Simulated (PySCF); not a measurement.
Gas-phase reaction: 4 CHF + C₄H₁₀ (isobutane) = 2 CHF₂ + 2 C₃H₆ (propylene), at 2500 K and a standard pressure of 1 bar. Level: B3LYP/def2-TZVP†.

Energies from PySCF, thermal terms from the rigid-rotor harmonic-oscillator model, ideal gas at 1 bar. † marks an energy on the PBE0/def2-TZVP geometry and frequencies. Open shells (unrestricted): CHF₂ (multiplicity 2); the rest are closed-shell singlets. B3LYP is the form with VWN-RPA correlation. CHF, CHF₂: computed as isolated molecules; such fragments, hydroxides, amides, oligomers or adducts are transient or little studied in the gas. The harmonic model lacks anharmonicity and excited electronic states, which grow with temperature; levels with a mode under 35 cm⁻¹ are left out. Internal rotation in C₄H₁₀ (isobutane), C₃H₆ (propylene) is treated as a harmonic vibration of one conformer, which makes the entropy rough.

```json
[
 {"species": "CHF", "E (Ha)": "-138.46886", "H(2500 K) − E (kJ/mol)": "151.8", "S°(2500 K) (J/mol/K)": "320.3"},
 {"species": "C₄H₁₀ (isobutane)", "E (Ha)": "-158.52128", "H(2500 K) − E (kJ/mol)": "902.0", "S°(2500 K) (J/mol/K)": "733.9"},
 {"species": "CHF₂", "E (Ha)": "-238.42545", "H(2500 K) − E (kJ/mol)": "216.7", "S°(2500 K) (J/mol/K)": "392.5"},
 {"species": "C₃H₆ (propylene)", "E (Ha)": "-117.95777", "H(2500 K) − E (kJ/mol)": "563.1", "S°(2500 K) (J/mol/K)": "545.5"}
]
```
E: electronic energy; H − E holds the zero-point and thermal terms. 1 Ha = 2625.5 kJ/mol.

Task: Work out ΔH°, ΔS°, ΔG° and log10 K from these numbers.

Result: 1. ΔE = 2×(-238.42545) + 2×(-117.95777) − 4×(-138.46886) − 1×(-158.52128) = -0.36972 Ha = -970.7 kJ.
2. Δ(H − E) = 2×(216.7) + 2×(563.1) − 4×(151.8) − 1×(902.0) = 50.4 kJ, so ΔH° = -920.3 kJ.
3. ΔS° = 2×(392.5) + 2×(545.5) − 4×(320.3) − 1×(733.9) = -139.1 J/K; the number of gas molecules changes by -1.
4. ΔG° = ΔH° − TΔS° = -920.3 − 2500×(-139.1)/1000 = -572.5 kJ.
5. log10 K = −ΔG°/(RT ln 10) = 11.96, with RT ln 10 = 47.86 kJ/mol; at standard pressures the products are favoured.
6. A shift of 10 kJ in ΔE would move log10 K by 0.21 here.
For scale, ΔH°(298 K) is -937 kJ at this level, -885 kJ at ωB97M-V/def2-TZVP†, and runs from -1066 to -885 kJ over the 18 levels computed.
